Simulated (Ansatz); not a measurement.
Write a Python script for Ansatz's Python interface that makes a single point from an input written key by key of CH3Na, SMILES [CH3][Na]. Level of theory: wB97X, def2-SVP basis, multiplicity 1.

| atom | x (Å) | y (Å) | z (Å) |
| --- | --- | --- | --- |
| C | -0.0667 | -0.1033 | -0.1840 |
| Na | 0.9452 | 0.4553 | 1.7078 |
| H | -0.0391 | -1.1423 | -0.4114 |
| H | -1.1170 | 0.2043 | -0.1019 |
| H | 0.3275 | 0.5123 | -1.0518 |

`deck_ch3na.py`:
```python
"""CH3Na through the session interface."""

import ansatz as az

DECK = """
crystal:
  periodic: [false, false, false]
  atoms:
    - { symbol: C, position_ang: [-0.0667, -0.1033, -0.184] }
    - { symbol: Na, position_ang: [0.9452, 0.4553, 1.7078] }
    - { symbol: H, position_ang: [-0.0391, -1.1423, -0.4114] }
    - { symbol: H, position_ang: [-1.117, 0.2043, -0.1019] }
    - { symbol: H, position_ang: [0.3275, 0.5123, -1.0518] }
basis:
  gaussian: { orbitals: def2-SVP }
hamiltonian:
  xc: { name: wB97X }
"""


def main() -> None:
    session = az.Session.from_yaml(DECK)
    report = session.plan(threads=1).execute().report

    print(f"E = {report['free_energy_ev']:.6f} eV = {report['free_energy_ev'] / 27.211386246:.7f} Ha")
    print("converged:", report["converged"], " doubts:", report["published_state_doubts"] or "none")
    symbols = ["C", "Na", "H", "H", "H"]


if __name__ == "__main__":
    main()
```

```console
$ python deck_ch3na.py
E = -5497.912605 eV = -202.0445616 Ha
converged: True  doubts: none
```

Caveats:
- Total energies depend on the basis set; only differences at equal settings carry meaning.
- The geometry is a force-field or estimated start, not a minimum of this method, and the basis set is short of its limit.
- It ran for 1.5 s on 1 thread of Intel(R) Xeon(R) Platinum 8488C (Sapphire Rapids), on a shared host, peak memory 0.18 GiB.

(Lines on the test bed's own set-up are left out of the output.)
